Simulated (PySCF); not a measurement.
# H2O2 (SMILES OO) at CCSD(T)/STO-3G

What is the vertical singlet–triplet gap of H2O2 at CCSD(T)/STO-3G? The job is set up through a Python script.

Program for the calculation: PySCF 2.14.0.

9 further runs of the same task are left out: 9 set aside as unsound or not needed.

### Step 1. The molecule

H2O2 has 4 atoms, charge 0, and is taken as a singlet. SMILES: `OO`. Geometry: relaxed at PBE0-D4/def2-TZVP.

Bond lengths: O1–O2 1.426 Å, O1–H3 0.965 Å, O2–H4 0.965 Å. Angles: O1–O2–H4 101.1°, O2–O1–H3 101.1°.

### Step 2. The energy at CCSD(T)/STO-3G

Contents of job.py:

```python
from pyscf import gto, cc

mol = gto.M(
    atom='''
O     -0.919919    -1.098120     0.057826
O      0.091274     1.376477     0.390984
H      0.352245    -2.110824     0.883258
H      0.476400     1.832656    -1.332068
''',
    unit='bohr',
    verbose=3,
    max_memory=1860,
    charge=0,
    basis='sto-3g',
)

mf = mol.RHF()
mf.conv_tol = 1e-10
mf.kernel()
if not mf.converged:
    mf = mf.newton().run(mf.mo_coeff, mf.mo_occ)

mycc = cc.CCSD(mf, frozen=2)
mycc.kernel()
e_t = mycc.ccsd_t()
etot = mycc.e_tot + e_t
print('E(%s) = %.9f' % ('CCSD(T)', etot))
```

Started as:

```
OMP_NUM_THREADS=1 python job.py
```

Standard output:

```text
converged SCF energy = -148.760540569381
E(CCSD) = -148.8647540992335  E_corr = -0.1042135298526452
CCSD(T) correction = -0.000480981456735074
E(CCSD(T)) = -148.865235081
```

It took 0.82 s on 1 thread of Arm Neoverse V1, shared host; peak memory 0.12 GiB.

### Step 3. The triplet at the same level

Contents of calc.py:

```python
from pyscf import gto, scf, cc

molecule = gto.Mole()
molecule.atom = 'O -0.486800 -0.581100 0.030600; O 0.048300 0.728400 0.206900; H 0.186400 -1.117000 0.467400; H 0.252100 0.969800 -0.704900'
molecule.spin = 2
molecule.verbose = 3
molecule.max_memory = 1860
molecule.basis = 'sto-3g'
molecule.build()

mf = scf.UHF(molecule)
mf.conv_tol = 1e-10
mf.kernel()
if not mf.converged:
    mf = mf.newton().run(mf.mo_coeff, mf.mo_occ)

mycc = cc.CCSD(mf, frozen=2)
mycc.kernel()
e_t = mycc.ccsd_t()
energy = mycc.e_tot + e_t
print(f'total energy: {energy:.8f} hartree')
```

Started as:

```
OMP_NUM_THREADS=1 python calc.py
```

Standard output:

```text
WARN: HOMO 0.128739623208676 >= LUMO -0.298990407989592

converged SCF energy = -148.516730443809  <S^2> = 2.0060515  2S+1 = 3.0040316
E(UCCSD) = -148.6185752892648  E_corr = -0.1018448454553161
UCCSD(T) correction = -0.000596486982268532
total energy: -148.61917178 hartree
```

Wall time 0.76 s (1 thread of Arm Neoverse V1, shared host); peak memory 0.1 GiB.

### Step 4. Results

Level: CCSD(T)/STO-3G, 2 core orbitals frozen.

| quantity | value |
| --- | --- |
| singlet: total energy | -148.86524 Eh |
| singlet: dipole moment (Hartree–Fock density) | 1.57 D |
| singlet: HOMO energy (Hartree–Fock orbitals) | -9.92 eV |
| singlet: LUMO energy (Hartree–Fock orbitals) | 13.16 eV |
| singlet: HOMO–LUMO gap (Hartree–Fock orbitals) | 23.08 eV |
| singlet: correlation energy (2 core orbitals frozen) | -104.7 mEh |
| singlet: (T) correction | -0.48 mEh |
| singlet: T1 diagnostic | 0.007 |
| triplet: total energy | -148.61917 Eh |
| triplet: dipole moment (Hartree–Fock density) | 1.17 D |
| triplet: HOMO energy (Hartree–Fock orbitals) (highest over α and β) | -3.67 eV |
| triplet: LUMO energy (Hartree–Fock orbitals) (lowest over α and β) | 6.13 eV |
| triplet: correlation energy (2 core orbitals frozen) | -102.4 mEh |
| triplet: (T) correction | -0.60 mEh |
| triplet: ⟨S²⟩ of the reference determinant | 2.006 |
| triplet: T1 diagnostic | 0.011 |
| vertical energy of the triplet above the singlet | 6.696 eV |

In words: At this shape the triplet lies 6.70 eV (154 kcal/mol) above the singlet. In a minimal basis such a difference can be off by several eV, whatever the method. The triples (singlet) make up 0.5 % of the correlation energy. Mulliken charges (triplet) of the mean-field density run from -0.17 on O1 to +0.17 on H3. The triples (triplet) make up 0.6 % of the correlation energy.
